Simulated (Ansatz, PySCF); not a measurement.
Process, species as SMILES: [SH] (HS) -> [SH-] (an electron is taken up)
Geometries: B3LYP-D3(BJ)/def2-TZVP minima from Ansatz (a quantum-chemistry and plane-wave program).

Quantity: adiabatic electron affinity (0 K, with B3LYP-D3(BJ) harmonic zero-point energies from PySCF), positive where the reaction releases energy, in eV. Correlated levels leave the core frozen unless marked. Open shells are spin-unrestricted. No spin-orbit coupling. Non-relativistic. FCI takes restricted orbitals. Anions need diffuse functions: aug- sets have them; def2-D sets add few; the other sets have none. CBS(X,Y): correlation extrapolated as X^-3; Hartree-Fock from the larger set.

```csv
level,program,adiabatic electron affinity (eV)
HF/def2-SVP,Ansatz,0.24
BHLYP-D4/def2-TZVPD,Ansatz + dftd4,2.09
MP2/STO-3G,Ansatz,-5.57
```

Problem. Estimate the value at CCSD(T)/CBS(aug-cc-pV(T+d)Z,aug-cc-pV(Q+d)Z) as computed with Ansatz.

Solution. 2.36 eV, so MP2/STO-3G differs from it by -7.93 eV.
